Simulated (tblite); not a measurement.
C4H7OS (doublet state).
Z-matrix (Å and degrees, GFN2-xTB geometry), rows numbered from 1:
```
C 
S   1  1.7006
C   2  1.8438  1   99.59
C   3  1.5261  2  113.01  1   172.87
C   4  1.5325  3   84.17  2  -111.52
O   3  1.4097  2  112.85  1    69.98
H   1  1.0725  2  117.50  3   -31.47
H   1  1.0710  2  115.58  3   176.79
H   3  1.0927  2  106.71  1   -54.44
H   4  1.0864  3  114.86  2     4.32
H   4  1.0867  3  114.62  2   133.52
H   5  1.0918  4  116.32  3  -118.80
H   5  1.0928  4  115.30  3   110.13
```

Computed values, GFN2-xTB/tblite, gas phase, harmonic and unscaled. This tight-binding method is rough: wavenumbers can miss measured ones by several per cent, in bad cases by 10 to 20. One conformer, not necessarily the lowest. Open shells enter through the occupations alone, without spin polarisation, and single modes of such species can be off by tens of per cent.

Harmonic wavenumbers (cm⁻¹): 35.5, 102.4, 171.9, 252.8, 324.1, 361.9, 527.5, 622.3, 791.9, 831.5, 888.6, 918.1, 983.0, 1000.0, 1039.7, 1063.6, 1096.4, 1115.6, 1153.6, 1194.5, 1210.1, 1233.5, 1262.3, 1324.9, 1448.4, 1474.4, 2925.2, 2946.7, 2967.8, 3030.0, 3037.5, 3118.4, 3183.9.

A = 6968, B = 2015, C = 1745 MHz; mass 103.022 u (most abundant isotopes); point group C1, symmetry number 1; spin multiplicity 2.

Question: Zero-point energy?

Answer: Half the sum of the wavenumbers: 21819 cm⁻¹ = 261.01 kJ/mol.

Question: What is S at 298.15 K and 1 bar for an ideal gas of classical rigid rotors and harmonic oscillators?

Answer: Translation 166.66, rotation 112.86, vibration 74.61, spin (R ln 2) 5.76: S = 359.9 J/(mol K).

Question: And Cp and H(298.15 K) − H(0)?

Answer: Cp = 110.45 J/(mol K), of which vibrations give 77.19 (their classical limit is 33 R = 274.4); H(298.15 K) − H(0) = 21.26 kJ/mol without the zero-point energy, 11.35 from vibrations.

Question: How do the functions run with temperature in this model?

Answer: 
```
T (K)  S (J/(mol K))  Cp (J/(mol K))  H − H(0) (kJ/mol)  G − H(0) (kJ/mol)  ln q(vib)
  100          273.2            59.9               4.66             -22.66       1.31
  200          321.8            83.1              11.80             -52.55       2.89
  300          360.6           111.0              21.47             -86.71       4.42
  500          430.4           164.2              49.26            -165.94       7.54
  800          519.3           213.2             106.59            -308.86      12.17
 1000          569.2           233.9             151.42            -417.83      15.10
```

q(vib) and H(0) count from the zero-point level.

Question: Which modes carry the vibrational entropy at 298.15 K?

Answer: 35.5 cm⁻¹: 22.99; 102.4 cm⁻¹: 14.26; 171.9 cm⁻¹: 10.10; 252.8 cm⁻¹: 7.16; 324.1 cm⁻¹: 5.39; 361.9 cm⁻¹: 4.66 J/(mol K); the other 27 give 10.04 together.

Hindered rotation and anharmonicity are outside this model. Other conformers, if any are populated, would add a mixing term that is left out. The structure is chiral; the term R ln 2 for an equal mix with its mirror image is left out.
